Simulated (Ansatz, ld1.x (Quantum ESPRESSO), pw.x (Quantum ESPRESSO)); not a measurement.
**aluminium (Al) (bcc): variants of one TM potential in the solid**

* Element: Al
* Generator: ld1.x (Quantum ESPRESSO) 7.5
* Type: norm-conserving Troullier–Martins (Kleinman–Bylander form)
* Functional: PBEsol
* Relativity: scalar-relativistic
* Frozen core: [Ne]
* Valence charge: 3
* Reference configuration: 3s2 3p1
* Partial waves: 3p (bound): rc 2.95 bohr; 3d channel at 0.05 Ry: rc 2.65 bohr; 3s (bound): rc 1.45 bohr
* Local potential: the s channel
* Core correction: Bessel-smoothed model core inside 1.20 bohr

Crystal test: bcc Al in pw.x 7.5, no spin, 14³ k-points, Fermi–Dirac smearing 0.01 Ry, cutoffs set for each file from its atomic test. The reference is all-electron LAPW (Ansatz 0.2.0) with the same functional, mesh and smearing; V0 and B0 come from Birch–Murnaghan fits to the pressures at five volumes. Errors are pseudo minus all-electron; Δ is the rms difference of the E(V) curves that follow from these fits, minima aligned, over ±6 % about the mean V0. Mesh and smearing are coarse, so the numbers serve the comparison and aren't converged zero-temperature values; the lattice is a test structure that the element need not adopt.

All-electron: a0 = 3.215 Å (V0 = 16.61 Å³/atom), B0 = 72.6 GPa.

Base: The largest radius (2.95 bohr) exceeds half the bond length (2.63 bohr), so the spheres overlap, which is one possible source of error among others.

1 further variants are left out: they gave no file fit for a test, a broken result, the same result as the base, or pressures whose basis-set error rivals the error shown.

```tsv
change	cutoffs (Ry)	pw.x	a0 (Å)	a0 error (%)	B0 error (%)	Δ (meV/atom)	mean pressure error (GPa)
base	85/340	converged	3.200	-0.46	+1.1	3.6	-1.00
wave 3d channel at 0.05 Ry: rc 2.65 bohr becomes 3d channel at -0.17 Ry: rc 2.65 bohr	85/340	converged	3.200	-0.47	+1.1	3.7	-1.03
wave 3d channel at 0.05 Ry: rc 2.65 bohr becomes 3d channel at 0.04 Ry: rc 2.65 bohr	85/340	converged	3.200	-0.46	+1.1	3.6	-1.00
wave 3d channel at 0.05 Ry: rc 2.65 bohr becomes 3d channel at 0.72 Ry: rc 2.65 bohr	85/340	converged	3.203	-0.38	+0.8	3.0	-0.82
wave 3d channel at 0.05 Ry: rc 2.65 bohr becomes 3d channel at 1.57 Ry: rc 2.65 bohr	85/340	converged	3.189	-0.79	+3.2	6.3	-1.73
```
